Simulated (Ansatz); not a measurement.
Two isomers of C3H5NO: A = `OC1=NCC1`, B = `CC1(O)C=N1`.

Computed with Ansatz on PBE0-D4/def2-TZVP structures; ΔE is electronic, products minus reactants. CBS: MP2 limit from def2 TZ/QZ plus the TZ coupled-cluster correction, frozen cores. Functionals use def2-TZVPP. One conformer a species, not always the lowest.

Which is lower in electronic energy at CCSD(T)/CBS, and by how much? (Estimate.)

Ansatz gave: A, by 86.4 kJ/mol.

Give E(B) − E(A) in kJ/mol with B2PLYP, PBE-D4, LDA (SPW92), CCSD(T)/def2-SVP, CCSD(T)/def2-TZVPP, ωB97M-V, PBE0-D4. (Estimate.)

The calculation gave: B2PLYP 89.1, PBE-D4 93.0, LDA (SPW92) 104.9, CCSD(T)/def2-SVP 84.5, CCSD(T)/def2-TZVPP 89.2, ωB97M-V 91.0, PBE0-D4 97.6. None reverses the order clearly.

Does the order hold for the free energy at 298.15 K (harmonic terms from PBE0-D4)? (Best estimate.)

Ansatz gave: Yes: G(B) − G(A) = +75.6 kJ/mol, for one conformer each.

Largest T1 diagnostic: 0.012.

In def2-TZVPP, CCSD(T) changes the Hartree–Fock value by −7.6 kJ/mol (the triples alone add −1.4 kJ/mol) and MP2 by −10.0 kJ/mol. From PBE to PBE0 (25 % exact exchange), in def2-TZVPP and without D4, E(B) − E(A) moves by +4.6 kJ/mol.
